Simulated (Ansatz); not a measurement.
# One shape, several levels: [NH4]+ (ammonium)

We compute a comparison of 6 runs (HF/3-21G, SVWN5/3-21G, r2SCAN0/6-31G, MP2/6-31G, BCCD(T)/3-21G, CCSDTQ/6-31G) of [NH4]+ (ammonium). 

The results are computed with Ansatz 0.2.0.

2 further runs of the same task are left out: 1 that didn't finish, 1 set aside as unsound or not needed.

### 1 The system as given

The species is [NH4]+ (5 atoms), meant as a singlet with charge +1. As SMILES, `[NH4+]`. The H2–N1 distance was set to 1.544 Å, away from the relaxed value. At this shape a bond of the SMILES string is far longer than usual.

Bond lengths: N1–H3 1.029 Å, N1–H4 1.030 Å, N1–H5 1.030 Å. Angles: H3–N1–H4 109.5°, H3–N1–H5 109.4°, H4–N1–H5 109.5°.

### 2 A single-point energy at HF/3-21G (run 1)

Contents of input.yaml:

```yaml
crystal:
  periodic: [false, false, false]
  atoms:
    - {symbol: N, position_ang: [-0.227831, 0.225451, -0.402869]}
    - {symbol: H, position_ang: [0.455870, -0.450720, 0.805650]}
    - {symbol: H, position_ang: [-1.205811, 0.442941, -0.166309]}
    - {symbol: H, position_ang: [-0.203831, -0.411949, -1.211079]}
    - {symbol: H, position_ang: [0.269969, 1.095881, -0.636829]}
basis:
  gaussian:
    orbitals: 3-21G.json
total_charge: 1
hamiltonian:
  xc: hf
accuracy: high
```

The basis set 3-21G is read from a file made from the Basis Set Exchange's data (not shown).

Started as:

```bash
ansatz run input.yaml --threads 1 --pin off --max-ram 2610MiB --events-out events.jsonl --progress --plain --runs-dir runs
```

What it wrote:

```text
Warning: RAYON_NUM_THREADS=1 ignored (pool sized by the plan → 1); use --threads N
Functional definition: HF
  name "HF"
  exchange = exact_x
  correlation = 0
337 factors; integrals over basis functions are off by at most 1.8e-8 eV
mean field evaluation 1: about -1523.9367 eV, gradient 4.4e1 eV
mean field evaluation 2: about -1523.9320 eV, gradient 4.4e1 eV
mean field evaluation 4: about -1527.6955 eV, gradient 1.3e0 eV
mean field evaluation 8: about -1527.7044 eV, gradient 8.6e-6 eV
mean field -1527.70438085 eV, -56.1421004812 hartree, gradient 1.2e-8 eV, S^2 0.000000; 0 other end points of the search recorded, 0 dependent functions left out
reference -1527.70438085 eV, -56.1421004812 hartree; 5, 5 occupied and 12, 12 virtual orbitals, 337 factors
Total energy: -1527.70438085 eV, -56.1421004812 hartree
```

Wall time 0.06 s (1 thread of Intel Xeon 6975P-C (Granite Rapids), shared host).

### 3 The energy at SVWN5/3-21G (run 2)

Contents of run.yaml:

```yaml
crystal:
  periodic: [false, false, false]
  atoms:
    - {symbol: "N", position_ang: [-0.227831, 0.225451, -0.402869]}
    - {symbol: H, position_ang: [0.455870, -0.450720, 0.805650]}
    - {symbol: H, position_ang: [-1.205811, 0.442941, -0.166309]}
    - {symbol: H, position_ang: [-0.203831, -0.411949, -1.211079]}
    - {symbol: H, position_ang: [0.269969, 1.095881, -0.636829]}
basis:
  gaussian: {orbitals: 3-21G.json}
hamiltonian: {xc: {name: SVWN5}}
total_charge: 1
accuracy: high
```

The basis set 3-21G is read from a file made from the Basis Set Exchange's data (not shown).

Started as:

```bash
ansatz run run.yaml --threads 1 --pin off --max-ram 2610MiB --events-out events.jsonl --progress --plain --runs-dir runs
```

What it wrote:

```text
Warning: RAYON_NUM_THREADS=1 ignored (pool sized by the plan → 1); use --threads N
Functional definition: SVWN5
  name "SVWN5"
  exchange = slater_x
  correlation = vwn5_c
337 factors; integrals over basis functions are off by at most 1.8e-8 eV
mean field evaluation 1: about -1508.3505 eV, gradient 9.4e1 eV
mean field evaluation 2: about -1478.0733 eV, gradient 1.2e2 eV
mean field evaluation 4: about -1524.8112 eV, gradient 2.8e0 eV
mean field evaluation 8: about -1524.8360 eV, gradient 1.2e-1 eV
mean field evaluation 16: about -1524.8360 eV, gradient 6.6e-8 eV
mean field -1524.83599463 eV, -56.0366892315 hartree, gradient 8.9e-8 eV, S^2 0.000000; 0 other end points of the search recorded, 0 dependent functions left out
reference -1524.83599615 eV, -56.0366892875 hartree; 5, 5 occupied and 12, 12 virtual orbitals, 337 factors
Total energy: -1524.83599615 eV, -56.0366892875 hartree
```

Wall time 0.2 s (1 thread of Intel Xeon 6975P-C (Granite Rapids), shared host).

Runs 3 to 5 aren't shown in full; the table further down has their settings and results.

### 4 A single-point energy at CCSDTQ/6-31G (run 6)

Contents of molecule.yaml:

```yaml
crystal:
  periodic: [false, false, false]
  atoms:
    - symbol: N
      position_ang: [-0.227831, 0.225451, -0.402869]
    - symbol: H
      position_ang: [0.455870, -0.450720, 0.805650]
    - symbol: H
      position_ang: [-1.205811, 0.442941, -0.166309]
    - symbol: H
      position_ang: [-0.203831, -0.411949, -1.211079]
    - symbol: H
      position_ang: [0.269969, 1.095881, -0.636829]
basis:
  gaussian: {orbitals: 6-31G}
total_charge: 1
correlation: {method: ccsdtq, frozen_orbitals: {H: 0, "N": 1}}
accuracy: high
scf: {omitted_lower_state_checks: [cluster_reference, increment]}
```

Started as:

```bash
ansatz run molecule.yaml --threads 1 --pin off --max-ram 2610MiB --events-out events.jsonl --progress --plain --runs-dir runs
```

What it wrote, cut to the lines that bear on the results:

```text
Warning: RAYON_NUM_THREADS=1 ignored (pool sized by the plan → 1); use --threads N
Functional definition: HF
  name "HF"
[...]
409 factors; integrals over basis functions are off by at most 3.7e-9 eV
[...]
mean field -1535.27506505 eV, -56.4203179940 hartree, gradient 2.0e-8 eV, S^2 0.000000; 0 other end points of the search recorded, 0 dependent functions left out
1 core orbitals not correlated: weight in the atoms' cores, before any rotation towards them, 1.000 or more for the frozen orbitals, at most 0.000 for the correlated occupied ones
reference -1535.27506505 eV, -56.4203179940 hartree; 4, 4 occupied and 12, 12 virtual orbitals, 409 factors
second order -3.59876101 eV of doubles, -0.00000000 eV of singles
cycle   1  -3.82776632 eV  change   -2.3e-1 eV  update   5.8e-2
[...]
cycle  22  -4.16232286 eV  change  -3.7e-10 eV  update  8.3e-11
Total energy: -1539.43738791 eV, -56.5732805377 hartree
Checks for a lower state left out: cluster_reference, increment
```

Wall time 2.5 s (1 thread of Intel Xeon 6975P-C (Granite Rapids), shared host); peak memory 0.11 GiB.

### 5 The series

| run | level | frozen core orbitals | energy (Eh) | wall time |
| --- | --- | --- | --- | --- |
| 1 | HF/3-21G | – | -56.142100 | 0.06 s |
| 2 | SVWN5/3-21G | – | -56.036689 | 0.2 s |
| 3 | r2SCAN0/6-31G | – | -56.753256 | 0.58 s |
| 4 | MP2/6-31G | 1 | -56.552570 | 0.1 s |
| 5 | BCCD(T)/3-21G | 1 | -56.293095 | 0.16 s |
| 6 | CCSDTQ/6-31G | 1 | -56.573281 | 2.5 s |

### 6 What came out

| quantity | value |
| --- | --- |
| run 6: total energy | -56.57328 Eh |
| run 6: correlation energy (1 core orbital frozen) | -153.0 mEh |
| run 6: T1 diagnostic | 0.015 |

What this shows: Totals of different functionals can't be ranked against each other. All runs together took 3.6 s, the longest 2.5 s.
